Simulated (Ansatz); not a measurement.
# Formation enthalpy of some layered and molecular crystals

Method: HSE06 (Ansatz, a first-principles code, PAW). References are measured values at room or unstated temperature, uncorrected unless marked, so that the deviations hold thermal and zero-point effects besides the level's error.

Values in eV/atom.

```csv
solid,reference,HSE06,deviation (eV/atom)
1T (CdI2-type) FeI₂,-0.361,-0.400,-0.039
tetradymite Bi₂Se₃,-0.291,-0.388,-0.097
1T (CdI2-type) MgI₂,-1.268,-1.209,+0.059
1T (CdI2-type) PbI₂,-0.606,-0.739,-0.133
tetradymite Bi₂Te₃,-0.163,-0.257,-0.094
litharge PbO,-1.137,-1.052,+0.085
1T (CdI2-type) SnSe₂,-0.43,-0.431,-0.001
```

Over these 7 solids the mean deviation is -0.031 eV/atom, the mean absolute deviation 0.073 eV/atom (median 0.085 eV/atom), and the worst case 1T (CdI2-type) PbI2 at -0.133 eV/atom; the value is below the reference in 5 of 7 cases.

Spin–orbit coupling is left out, also for the solids with elements from indium on (1T (CdI2-type) FeI2, tetradymite Bi2Se3, 1T (CdI2-type) MgI2, 1T (CdI2-type) PbI2, tetradymite Bi2Te3, litharge PbO, 1T (CdI2-type) SnSe2); its size isn't shown.

Formation is from the elements' reference phases, gases as molecules.

Differences are worked out from the printed values.

The solid named is at each level's own relaxed cell; a reference phase can be a single point on another level's cell. Caveats: exact exchange on metals is sensitive to the k mesh and can open a false gap (1T (CdI2-type) MgI2, 1T (CdI2-type) PbI2, litharge PbO, 1T (CdI2-type) SnSe2); the cell comes from a level without a dispersion term, which matters for the spacing of layers, chains or molecules (1T (CdI2-type) FeI2, tetradymite Bi2Se3, 1T (CdI2-type) MgI2, 1T (CdI2-type) PbI2, tetradymite Bi2Te3, litharge PbO and 1 more); the magnetic order was assumed, not searched for or taken from measurement (1T (CdI2-type) FeI2). Ansatz's density-functional and Hartree–Fock values are scalar-relativistic unless marked +SOC, with PAW data made under PBE.

Not in this set, of the layered and molecular crystals with a reference value in our tables and a result at some level: 11 for no value at HSE06 (not run, a failed fit, an unstable or unbound cell, or a value held back for tests); 7 for a run that failed a test (HSE06); 2 for a reference of another kind, counted apart; 1 for sources at odds. These can be a level's best or worst cases. At least 3 more with a reference value are held back for tests. Solids without a released value at any level aren't counted. Sums of energies from LAMMPS, tight-binding programs and other DFT programs aren't taken.

References as tabulated in Wang et al. (2021), doi:10.1038/s41598-021-94550-5; NASA TM-4513; Friedrich et al. (2018), arXiv:1811.08952; Zhang et al. (2018), doi:10.1038/s41524-018-0065-z.
